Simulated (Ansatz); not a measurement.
Diamond-structure Ge was calculated with RPBE (PAW; Ansatz, a first-principles code).

Numerical settings: plane-wave cutoff 520 eV, 10×10×10 k mesh, Fermi–Dirac smearing 0.01 eV, scalar-relativistic PAW data made under PBE.

Cell (relaxed at this level):

```
CELL_PARAMETERS angstrom
      0.00000     2.90797     2.90797
      2.90797     0.00000     2.90797
      2.90797     2.90797     0.00000
ATOMIC_POSITIONS crystal
  Ge 0.00000 0.00000 0.00000
  Ge 0.25000 0.25000 0.25000
```

### Question
Estimate the bulk modulus, width of the whole s-p valence band and pressure derivative B′ of the bulk modulus that the calculation returns.

### Answer

- bulk modulus = 54.1 GPa
- width of the whole s-p valence band = 12.14 eV
- pressure derivative B′ of the bulk modulus = 5.0

The run finds no gap.

Measured, for comparison: bulk modulus 77.3 GPa (low-temperature value with the zero-point effect removed, our sources range from 77.3 to 79.4; as tabulated in Tanner et al. (2021), arXiv:2110.11888). Computed (rounded) less measured: bulk modulus -30 % (-30 % to -32 % over the range).

Note: the gap of the solid is closed in this run; this level leaves the solid without a gap, although one is measured.

Spin–orbit coupling is not included.

The computed numbers hold no vibrational or temperature effects.

It cost about 25 core-seconds (a rough figure) of CPU time.
